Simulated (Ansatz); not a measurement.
C4H6O2 can be A, `COC1C=CO1`, or B, `C=C=C(O)CO`.

Gas-phase electronic energies from Ansatz, PBE0-D4/def2-TZVP geometries. CCSD(T)/CBS is the MP2 limit (def2-TZVPP, def2-QZVPP) plus CCSD(T) − MP2 in def2-TZVPP, frozen cores. Functionals use def2-TZVPP. B3LYP here is the variant with VWN-RPA as its local correlation; programs differ in this. One conformer a species, not always the lowest.

Q: Which isomer does CCSD(T)/CBS put lower? Give the gap. (Estimate.)

A: Ansatz gave: B, by 8.9 kcal/mol.

Q: Give E(B) − E(A) in kcal/mol with B3LYP-D4, PBE-D4, PBE0-D4, CCSD/def2-TZVPP, CCSD(T)/def2-TZVPP, B3LYP, HF/def2-TZVPP. (Estimate.)

A: The calculation gave: B3LYP-D4 -11.4, PBE-D4 -8.6, PBE0-D4 -7.6, CCSD/def2-TZVPP -8.6, CCSD(T)/def2-TZVPP -8.2, B3LYP -11.6, HF/def2-TZVPP -10.2. None reverses the order clearly.

Largest T1 diagnostic: 0.013.

From PBE to PBE0 (25 % exact exchange), in def2-TZVPP and without D4, E(B) − E(A) moves by +1.0 kcal/mol. In def2-TZVPP, CCSD(T) changes the Hartree–Fock value by +2.1 kcal/mol (the triples alone add +0.4 kcal/mol) and MP2 by +2.9 kcal/mol.
